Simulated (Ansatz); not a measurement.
System (SMILES): N#[N+][O-].
Atoms: N1, N2, O3. Bonds: N1-N2, N2-O3.

Basis-set convergence of the lowest harmonic wavenumber at HF with Ansatz (an electronic-structure program). Each level at its own minimum, finite differences of forces, unscaled; the reference is a large set that could be run, not a limit. All functions are spherical. The program fits the integrals of some runs and decomposes those of others, by size. No added dispersion term, no relativity. Reference: the value in def2-QZVPP, 716 cm⁻¹. Deviations are taken from unrounded values.

```tsv
basis	functions	lowest harmonic wavenumber (cm⁻¹)
cc-pVDZ	42	702
aug-cc-pVDZ	69	705
def2-SVP	42	690
def2-SVPD	63	694
pcseg-1	42	697
aug-pcseg-1	69	698
6-311G**	54	694
6-311+G**	66	653
cc-pVTZ	90	717
aug-cc-pVTZ	138	715
pcseg-2	90	711
aug-pcseg-2	138	716
def2-TZVPP	93	716
def2-TZVPPD	114	716
```

What the diffuse functions change, pair by pair:
- cc-pVDZ to aug-cc-pVDZ: 27 more functions, deviation -13 to -11 cm⁻¹
- def2-SVP to def2-SVPD: 21 more functions, deviation -26 to -22 cm⁻¹
- pcseg-1 to aug-pcseg-1: 27 more functions, deviation -19 to -17 cm⁻¹
- 6-311G** to 6-311+G**: 12 more functions, deviation -22 to -63 cm⁻¹
- cc-pVTZ to aug-cc-pVTZ: 48 more functions, deviation 1 to 0 cm⁻¹
- pcseg-2 to aug-pcseg-2: 48 more functions, deviation -5 to 0 cm⁻¹
- def2-TZVPP to def2-TZVPPD: 21 more functions, deviation 0 to 1 cm⁻¹

They bring the value nearer the reference by more than 1 cm⁻¹ in 5 of 7 pairs.
